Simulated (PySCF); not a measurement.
Molecule: `CC(C)N(C)C`, C₅H₁₃N.

Geometry (Å), atoms numbered from 1 in this order:
```xyz
19

C     1.0615    1.2365    0.4504
C     0.7823   -0.1750   -0.0748
C     1.2142   -0.3187   -1.5288
N    -0.5884   -0.6359    0.1180
C    -0.9101   -0.9766    1.4766
C    -1.6146    0.1577   -0.5050
H     2.1363    1.4673    0.3959
H     0.5304    1.9979   -0.1429
H     0.7503    1.3486    1.5005
H     1.4023   -0.8755    0.5127
H     0.7002    0.4021   -2.1844
H     0.9938   -1.3323   -1.8936
H     2.2943   -0.1337   -1.6293
H    -0.1518   -1.6627    1.8858
H    -1.8821   -1.4948    1.5121
H    -0.9825   -0.1044    2.1666
H    -1.3754    0.3461   -1.5616
H    -1.7902    1.1432   -0.0174
H    -2.5706   -0.3898   -0.4809
```

Geometry PBE0-D3(BJ)/def2-SVP throughout; GIAO in PySCF, gas phase, one conformer, non-relativistic; equivalent atoms averaged; basis pcSseg-1.

Question: How do the shifts δ (against TMS, NH3 at the same level) depend on the functional? (ppm; last column core-seconds on shared hosts with different chips, so compare them loosely; the GGAs took longer than the global hybrids here, which isn't the general rule, and the cause wasn't traced)

Answer: 
| functional | kind | C2 | C5/C6 | C1/C3 | N4 | H10 | H14/H15/H16/H17/H18/H19 | H7/H8/H9/H11/H12/H13 | core-s |
| --- | --- | --- | --- | --- | --- | --- | --- | --- | --- |
| HF | Hartree–Fock | 47.4 | 36.4 | 17.7 | 18.3 | 2.00 | 1.99 | 0.93 | 18 |
| LDA | LDA | 59.5 | 40.7 | 15.8 | 49.9 | 2.77 | 2.24 | 0.92 | 50 |
| PBE | GGA | 58.3 | 40.4 | 16.6 | 47.5 | 2.67 | 2.23 | 0.94 | 66 |
| BLYP | GGA | 59.8 | 41.2 | 17.3 | 51.9 | 2.64 | 2.26 | 0.97 | 69 |
| BP86 | GGA | 58.4 | 40.8 | 17.0 | 45.8 | 2.65 | 2.24 | 0.95 | 57 |
| OPBE | GGA | 54.8 | 38.6 | 16.3 | 40.6 | 2.65 | 2.18 | 0.93 | 53 |
| KT2 | GGA | 57.9 | 39.8 | 16.6 | 46.5 | 2.66 | 2.24 | 0.95 | 31 |
| KT3 | GGA | 56.8 | 39.2 | 16.8 | 46.2 | 2.63 | 2.21 | 0.96 | 31 |
| B97-D | GGA | 57.5 | 40.3 | 17.3 | 45.2 | 2.64 | 2.25 | 0.98 | 31 |
| B3LYP | global hybrid | 57.0 | 40.2 | 17.4 | 43.9 | 2.49 | 2.18 | 0.95 | 18 |
| PBE0 | global hybrid | 55.1 | 39.4 | 17.0 | 37.9 | 2.47 | 2.14 | 0.92 | 14 |
| mPW1PW91 | global hybrid | 54.9 | 39.5 | 17.2 | 37.4 | 2.45 | 2.13 | 0.92 | 18 |
| WP04 | global hybrid | 57.8 | 40.8 | 18.7 | 40.8 | 2.34 | 2.08 | 0.94 | 13 |
| B97-2 | global hybrid | 54.9 | 39.3 | 17.3 | 37.8 | 2.47 | 2.15 | 0.94 | 18 |
| BHandHLYP | global hybrid | 53.4 | 38.8 | 17.6 | 34.2 | 2.29 | 2.09 | 0.94 | 19 |
| CAM-B3LYP | range-separated hybrid | 55.2 | 39.5 | 17.4 | 39.3 | 2.41 | 2.14 | 0.95 | 25 |
| wB97X-D | range-separated hybrid | 54.4 | 39.8 | 17.6 | 33.7 | 2.38 | 2.13 | 0.93 | 25 |
| LC-wPBE | range-separated hybrid | 51.7 | 38.5 | 17.3 | 28.1 | 2.32 | 2.07 | 0.91 | 35 |

Question: Which nucleus moves most, in ppm?

Answer: N4 (amine nitrogen): from 18.3 ppm with HF to 51.9 ppm with BLYP. The smallest spread is 0.07 ppm, at H7/H8/H9/H11/H12/H13. Proton shifts span only some 12 ppm, so a few tenths of a ppm matter as much there as several ppm in carbon.
